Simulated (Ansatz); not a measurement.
C4H3Cl can be A, `C=C1C=C1Cl`, or B, `ClC1=CC=C1`.

Calculated with Ansatz (gas phase, PBE0-D4/def2-TZVP geometries, no zero-point term in ΔE). CCSD(T)/CBS is the MP2 limit (def2-TZVPP, def2-QZVPP) plus CCSD(T) − MP2 in def2-TZVPP, frozen cores. Functionals use def2-TZVPP. B3LYP here is the variant with VWN-RPA as its local correlation; programs differ in this.

Problem. Which is lower in electronic energy at CCSD(T)/CBS, and by how much? (An estimate is asked.)

Solution. The calculation gave: A, by 6.4 kcal/mol.

Problem. Give E(B) − E(A) in kcal/mol with BLYP-D4, CCSD(T)/def2-SVP, CCSD(T)/def2-TZVPP, PBE-D4, B3LYP-D4, CCSD/def2-TZVPP, HF/def2-TZVPP. (Estimate.)

Solution. Computed: BLYP-D4 12.8, CCSD(T)/def2-SVP 7.4, CCSD(T)/def2-TZVPP 6.8, PBE-D4 12.8, B3LYP-D4 13.2, CCSD/def2-TZVPP 8.0, HF/def2-TZVPP 14.9. None reverses the order clearly.

Problem. Does the order hold for the free energy at 298.15 K (harmonic terms from PBE0-D4)? (Best estimate.)

Solution. The calculation gave: Yes: G(B) − G(A) = +6.7 kcal/mol.

Largest T1 diagnostic: 0.012.

At CCSD(T), def2-SVP lies +1.0 kcal/mol from the extrapolated value and def2-TZVPP +0.4 kcal/mol. Leaving LDA and LC-ωPBE aside and taking each functional with its dispersion term where it has one, the values, not all of them listed here, spread over 4.6 kcal/mol, from ωB97M-V to B97M-V.
